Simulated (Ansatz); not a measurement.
input.yaml (Ansatz)

```yaml
crystal:
  lattice:
    - [-2.3789385306, 2.3789385306, 2.3789385306]
    - [2.3789385306, -2.3789385306, 2.3789385306]
    - [2.3789385306, 2.3789385306, -2.3789385306]
  atoms:
    - { symbol: Ba, position: [0.0, 0.0, 0.0] }
hamiltonian:
  xc: lda
  pseudopotentials:
    kind: paw
    azcp:
      Ba: "pseudopotentials/Ba.paw.azcp"
basis:
  ecutwfc: 420
  fft_grid_basis: typed
kpoints:
  mp_grid: { grid: [9, 9, 9], shift: [0, 0, 0] }
magnetization:
  spin_polarized: false
scf:
  occupations: { method: fermi_dirac, width: 0.01 }
  lower_state_search: "off"
output:
  stress: true
```

Output

```
Warning: the record states the generating functional pbe (its physics header spells it `PBE`), which answers neither for hamiltonian.xc's functional nor for the lda family's — results may be inconsistent (PPs are generated against a specific XC)
Engine: ansatz 0.2.0, aarch64-unknown-linux-gnu
Pseudopotentials: kind: paw
Pseudopotential: Ba, paw, valence charge 10, recommended cutoff 420 eV (normal) 
Functional definition: SPW92
  exchange = slater_x
  correlation = pw_c
Crystal: 1 atoms, lattice volume = 53.853 Å³
Basis set: ecut = 420 eV, 1055 PW (Γ)
Bands: 9, of which v1, the nominal top of the filled ones, is band 5 counted from 1 (4 counted from 0)
Symmetry: 48 space group operations
Space group: Im-3m (ITA 229), of the structure as read, at distance tolerance 3.8e-5 Å
k-points: 35 of 729
Non-local potential: Ba, projectors of the file, l = 0: 3, l = 1: 2, l = 2: 2, l = 3: 2
PAW form: soft (Blöchl's): semilocal exchange-correlation on the pseudo side does not see the compensation charge
PAW frozen core: Ba, regenerated for the run's functional, and the local potential with it (the file was generated under x = pbe(κ = 0.804, μ = 0.2195149727645171), c = pbe(β = 0.06672455060314922))
PAW one-centre angular grid: Ba, 194 points (default); XC on 64 Gauss nodes
Initial density: superposition of atomic densities (neutral atoms: chi_scale 0, normalization atom), corrected by the library's trained network
Initial wavefunctions: pseudopotential atomic-orbital guess
Functional: x = slater, c = lda
SCF iter   1: F=—  HF=-5779.579934 eV  |F-HF|=—  |Δ(HF+E_count)|=         —  Δρ=3.41e-3  dr2=3.24e-3  ethr=1.77e-3  ⟨swp⟩=8.7  Hψ=3327  notcnv=0
SCF iter   2: F=—  HF=-5779.579384 eV  |F-HF|=—  |Δ(HF+E_count)|=   5.49e-4  Δρ=1.51e-3  dr2=6.70e-4  ethr=3.24e-5  ⟨swp⟩=3.0  Hψ=889  notcnv=0  defer=1
SCF iter   3: F=—  HF=-5779.579321 eV  |F-HF|=—  |Δ(HF+E_count)|=   6.34e-5  Δρ=1.81e-4  dr2=1.38e-5  ethr=6.70e-6  ⟨swp⟩=2.2  Hψ=464  notcnv=0  defer=1
SCF iter   4: F=—  HF=-5779.579319 eV  |F-HF|=—  |Δ(HF+E_count)|=   1.70e-6  Δρ=2.39e-5  dr2=4.67e-7  ethr=1.38e-7  ⟨swp⟩=2.0  Hψ=546  notcnv=0  defer=1
iter 5 did not close the SCF: its close was put off for the readings that it lacked (scf_convergence_deferred on its scf_iter line)
SCF iter   5: F=-5779.579319 eV  HF=-5779.579319 eV  |F-HF|=2.10e-8  |Δ(HF+E_count)|=   4.91e-8  Δρ=5.75e-6  dr2=2.92e-8  ethr=4.67e-9  ⟨swp⟩=2.2  Hψ=450  notcnv=0  defer=1
SCF iter   6: F=-5779.579319 eV  HF=-5779.579319 eV  |F-HF|=5.48e-10  |Δ(HF+E_count)|=   1.19e-8  Δρ=1.06e-6  dr2=7.98e-10  ethr=2.92e-10  ⟨swp⟩=2.6  Hψ=1128  notcnv=0
SCF 1 converged in 6 iterations: F = -5779.579319 eV  dr2 = 7.98e-10
SCF converged after 6 iterations
Free energy (F): -5779.579319 eV
Harris-Foulkes:  -5779.579319 eV  (|F-HF|=5.48e-10)
Internal energy: -5779.578844 eV  (E = F + TS)
E sigma→0 (E₀):  -5779.579081 eV
Entropy (-TS):   -0.000475 eV (-0.475 meV/atom)
Fermi energy:    6.858843 eV
--- Per-component energies (eV) ---
  E_band       = -72.655439
  E_kinetic    = 167.602460
  E_local      = -339.788406  (includes V_loc(G=0)·N_el)
  E_nonlocal   = 60.434164
  E_hartree    = 106.078735
  E_xc         = -165.691095
  E_vxc        = -134.339022  (∫ρ·V_xc dr)
  E_paw        = -5057.792870  (= ΣΔE_a)
  E_vpaw       = -38.722589  (= ΣTr[D̂ρ^β])
  E_aug_tail   = -0.000002  (compensation charges beyond the density's cutoff)
  E_ewald      = -550.704346
  E_core_change = 0.282516  (= ΣΔE_core)
  E_smearing   = -0.000475  (= −TS)
  E_closure    = 0.000000  (closes the sum)
  Σ components = -5779.579319   (vs F -5779.579319, Δ=0.00e0)
--- Stress (GPa, compression-positive) ---
       -0.046011       0.000000      -0.000000
        0.000000      -0.046011       0.000000
        0.000000       0.000000      -0.046011
  P = ⅓ Tr σ = -0.0460 GPa (-0.460 kbar)
```

Command:

```sh
ansatz run input.yaml --threads 2 --pin off --max-ram 5120MiB --backend cpu --events-out ev --progress --plain --runs-dir out
```

On 2 threads of Arm Neoverse V1 (shared host) this took about 0.75 s of wall time and 1.3 s of CPU time, with 0.28 GiB at the peak.
